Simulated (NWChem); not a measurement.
System: CH cation, singlet

Output (shortened):

```
             Northwest Computational Chemistry Package (NWChem) 7.3.0
             --------------------------------------------------------

 ORDER OF PRIMARY AXIS IS BEING SET TO 4
 C4V symmetry detected

                             Geometry "geometry" -> ""
                             -------------------------

 Output coordinates in angstroms (scale by  1.889725989 to convert to a.u.)

  No.       Tag          Charge          X              Y              Z
 ---- ---------------- ---------- -------------- -------------- --------------
    1 C                    6.0000     0.00000000     0.00000000    -0.16389200
    2 H                    1.0000     0.00000000     0.00000000     0.98335200

 Effective nuclear repulsion energy (a.u.)       2.7675572886

      Symmetry information
      --------------------

 Group name             C4v
 Group number             18
 Group order               8
 No. of unique centers     2

  pbe96 is a nonlocal functional; adding pw91lda local functional.

                                 NWChem DFT Module
                                 -----------------

 Summary of "ao basis" -> "ao basis" (spherical)
 ------------------------------------------------------------------------------
       Tag                 Description            Shells   Functions and Types
 ---------------- ------------------------------  ------  ---------------------
 C                          cc-pvtz                 10       30   4s3p2d1f
 H                          cc-pvtz                  6       14   3s2p1d

      Symmetry analysis of basis
      --------------------------

        a1         16
        a2          0
        b1          4
        b2          4
        e          20

            General Information
            -------------------
          SCF calculation type: DFT
          Wavefunction type:  closed shell.
          No. of atoms     :     2
          No. of electrons :     6
           Alpha electrons :     3
            Beta electrons :     3
          Charge           :     1
          Spin multiplicity:     1
          Use of symmetry is: on ; symmetry adaption is: on
          Maximum number of iterations: 150
          AO basis - number of functions:    44
                     number of shells:    16
          Convergence on energy requested:  1.00D-06
          Convergence on density requested:  1.00D-05
          Convergence on gradient requested:  5.00D-04

              XC Information
              --------------
          PerdewBurkeErnzerhof Exchange Functional  1.000
            Perdew 1991 LDA Correlation Functional  1.000 local
           PerdewBurkeErnz. Correlation Functional  1.000 non-local

             Grid Information
             ----------------
          Grid used for XC integration:  medium
          Radial quadrature: Mura-Knowles
          Angular quadrature: Lebedev.
          Tag              B.-S. Rad. Rad. Pts. Rad. Cut. Ang. Pts.
          ---              ---------- --------- --------- ---------
          C                   0.70       49           7.0       434
          H                   0.35       45           6.0       434
          Grid pruning is: on
          Number of quadrature shells:    94
          Spatial weights used:  Erf1

      Superposition of Atomic Density Guess
      -------------------------------------

 Sum of atomic energies:         -38.17030596

 Renormalizing density from       7.00 to      6

      Non-variational initial energy
      ------------------------------

 Total energy =     -34.059406
 1-e energy   =     -48.223070
 2-e energy   =      11.396106
 HOMO         =      -0.796897
 LUMO         =      -0.635794

      Symmetry analysis of molecular orbitals - initial
      -------------------------------------------------

 !! scf_movecs_sym_adapt:    8 vectors were symmetry contaminated

  Symmetry fudging

 !! scf_movecs_sym_adapt:    8 vectors were symmetry contaminated

  Numbering of irreducible representations:

     1 a1          2 a2          3 b1          4 b2          5 e

  Orbital symmetries:

     1 a1          2 a1          3 a1          4 e           5 e
     6 a1          7 e           8 e           9 a1         10 a1
    11 a1         12 e          13 e

     ---------------------------------------------
      Total Density - Mulliken Population Analysis
     ---------------------------------------------

    Atom       Charge   Shell Charges
 -----------   ------   -------------------------------------------------------
    1 C    6     5.34   2.00  1.16  0.33  0.42  0.49  0.72  0.20  0.00  0.01  0.00
    2 H    1     0.66   0.22  0.37  0.06  0.01  0.01  0.00

   convergence    iter        energy       DeltaE   RMS-Dens  Diis-err
 ---------------- ----- ----------------- --------- --------- ---------
 d= 0,ls=0.0,diis     1    -38.0109927525 -4.08D+01  6.70D-03  3.75D-01
 d= 0,ls=0.0,diis     2    -38.0209140540 -9.92D-03  4.02D-03  3.24D-02
 d= 0,ls=0.0,diis     3    -38.0242217050 -3.31D-03  1.23D-03  6.05D-03
 d= 0,ls=0.0,diis     4    -38.0252514753 -1.03D-03  1.68D-05  1.38D-06
 d= 0,ls=0.0,diis     5    -38.0252516134 -1.38D-07  3.67D-06  5.49D-08

         Total DFT energy =      -38.025251613358
      One electron energy =      -53.480908338975
           Coulomb energy =       17.898296763813
    Exchange-Corr. energy =       -5.210197326793
 Nuclear repulsion energy =        2.767557288596

 Numeric. integr. density =        5.999999026980

                  Occupations of the irreducible representations
                  ----------------------------------------------

                     irrep           alpha         beta
                     --------     --------     --------
                     a1                3.0          3.0
                     a2                0.0          0.0
                     b1                0.0          0.0
                     b2                0.0          0.0
                     e                 0.0          0.0

                       DFT Final Molecular Orbital Analysis
                       ------------------------------------

 Vector    1  Occ=2.000000D+00  E=-1.051635D+01  Symmetry=a1
              MO Center=  1.1D-21,  1.3D-21, -1.6D-01, r^2= 2.8D-02
   Bfn.  Coefficient  Atom+Function         Bfn.  Coefficient  Atom+Function
  ----- ------------  ---------------      ----- ------------  ---------------
     1      0.974005  1 C  s                  3      0.051401  1 C  s

 Vector    2  Occ=2.000000D+00  E=-9.899919D-01  Symmetry=a1
              MO Center= -1.8D-16, -2.2D-16,  2.5D-01, r^2= 6.9D-01
   Bfn.  Coefficient  Atom+Function         Bfn.  Coefficient  Atom+Function
  ----- ------------  ---------------      ----- ------------  ---------------
     2      0.519604  1 C  s                  4      0.192923  1 C  s
    32      0.175242  2 H  s                  3      0.153450  1 C  s
    31      0.131528  2 H  s                 10      0.114801  1 C  pz
     7      0.111627  1 C  pz                39     -0.030473  2 H  pz

 Vector    3  Occ=2.000000D+00  E=-6.710645D-01  Symmetry=a1
              MO Center=  9.6D-16,  2.3D-15, -2.3D-01, r^2= 9.8D-01
   Bfn.  Coefficient  Atom+Function         Bfn.  Coefficient  Atom+Function
  ----- ------------  ---------------      ----- ------------  ---------------
    10      0.378127  1 C  pz                 2     -0.311326  1 C  s
     7      0.310940  1 C  pz                 4     -0.236809  1 C  s
    32      0.200891  2 H  s                 31      0.140560  2 H  s
    13      0.132838  1 C  pz                 3     -0.093941  1 C  s
    33      0.066104  2 H  s                 21      0.040254  1 C  d  0

 Vector    4  Occ=0.000000D+00  E=-5.922621D-01  Symmetry=e
              MO Center= -9.4D-16, -2.6D-15, -1.2D-01, r^2= 8.6D-01
   Bfn.  Coefficient  Atom+Function         Bfn.  Coefficient  Atom+Function
  ----- ------------  ---------------      ----- ------------  ---------------
     9      0.477544  1 C  py                 6      0.370814  1 C  py
    12      0.221324  1 C  py                 8      0.211863  1 C  px
     5      0.164512  1 C  px                11      0.098191  1 C  px
    38      0.027560  2 H  py

 Vector    5  Occ=0.000000D+00  E=-5.922621D-01  Symmetry=e
              MO Center=  4.5D-16,  8.0D-16, -1.2D-01, r^2= 8.6D-01
   Bfn.  Coefficient  Atom+Function         Bfn.  Coefficient  Atom+Function
  ----- ------------  ---------------      ----- ------------  ---------------
     8      0.477544  1 C  px                 5      0.370814  1 C  px
    11      0.221324  1 C  px                 9     -0.211863  1 C  py
     6     -0.164512  1 C  py                12     -0.098191  1 C  py
    37      0.027560  2 H  px

 Vector    6  Occ=0.000000D+00  E=-2.487863D-01  Symmetry=a1
              MO Center= -1.6D-16, -2.6D-16,  1.0D+00, r^2= 2.1D+00
   Bfn.  Coefficient  Atom+Function         Bfn.  Coefficient  Atom+Function
  ----- ------------  ---------------      ----- ------------  ---------------
    33      1.424982  2 H  s                  4     -0.798376  1 C  s
    13     -0.530183  1 C  pz                32      0.340982  2 H  s
    10     -0.330766  1 C  pz                 2     -0.273895  1 C  s
     7     -0.257167  1 C  pz                31      0.127460  2 H  s
     3     -0.099824  1 C  s                 39      0.041832  2 H  pz

     ---------------------------------------------
      Total Density - Mulliken Population Analysis
     ---------------------------------------------

    Atom       Charge   Shell Charges
 -----------   ------   -------------------------------------------------------
    1 C    6     5.26   1.95  1.15  0.30  0.47  0.45  0.72  0.19  0.01  0.02  0.00
    2 H    1     0.74   0.25  0.43  0.02  0.01  0.03  0.00

     -------------------------------------------
      Total Density - Lowdin Population Analysis
     -------------------------------------------

[...]
```

Level: PBE/cc-pVTZ. Low-valent species are run as closed-shell singlets; no triplet was tried in these runs. All runs use the structure optimised with PBE0/def2-SVP.

Q: Which NWChem input produces such a log?

A: This is not unique; one that fits is the input that was run:
```
start job
memory heap 200 mb stack 900 mb global 1100 mb
charge 1
geometry units angstroms noautoz
  C      0.000000     0.000000    -0.145021
  H      0.000000     0.000000     1.002223
end
basis spherical
  * library cc-pvtz
end
dft
  xc xpbe96 cpbe96
  iterations 150
  mulliken
end
task dft energy
```
